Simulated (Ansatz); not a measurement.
Input file:

```yaml
crystal:
  periodic: [false, false, false]
  atoms:
    - {symbol: C, position_ang: [0.000000, 0.000000, -1.477467]}
    - {symbol: O, position_ang: [0.000000, 0.000000, -0.329767]}
    - {symbol: S, position_ang: [0.000000, 0.000000, 1.807233]}
basis:
  gaussian: {orbitals: cc-pVDZ}
magnetization: {spin_polarized: true, initial_magnetization: 0}
hamiltonian: {xc: hf}
output: {orbitals: {seedname: orbitals}}
```

```sh
$ ansatz run in.yaml --threads 1 --pin off --events-out ev --progress --plain --max-ram 2393MiB
```

Output:

```
456 factors; integrals over basis functions are off by at most 1.4e-3 eV
mean field evaluation 1: about -13880.2392 eV, gradient 1.5e1 eV
mean field evaluation 2: about -13880.2437 eV, gradient 1.5e1 eV
mean field evaluation 4: about -13882.2164 eV, gradient 3.3e0 eV
mean field evaluation 8: about -13882.2919 eV, gradient 3.7e-4 eV
mean field evaluation 16: about -13882.9155 eV, gradient 3.0e-2 eV
mean field evaluation 32: about -13880.7057 eV, gradient 1.3e1 eV
mean field evaluation 64: about -13882.2016 eV, gradient 1.8e0 eV
mean field evaluation 96: about -13882.6118 eV, gradient 2.2e-5 eV
mean field -13882.91549168 eV, -510.1877341410 hartree, gradient 2.6e-5 eV, S^2 0.864132; 5 other end points of the search recorded, 0 dependent functions left out
reference -13882.91549168 eV, -510.1877341410 hartree; 15, 15 occupied and 31, 31 virtual orbitals, 456 factors
Total energy: -13882.91549168 eV, -510.1877341410 hartree
```

Ran on 1 thread of Arm Neoverse V1, shared host: 1.2 s wall, 0.08 GiB peak host memory.
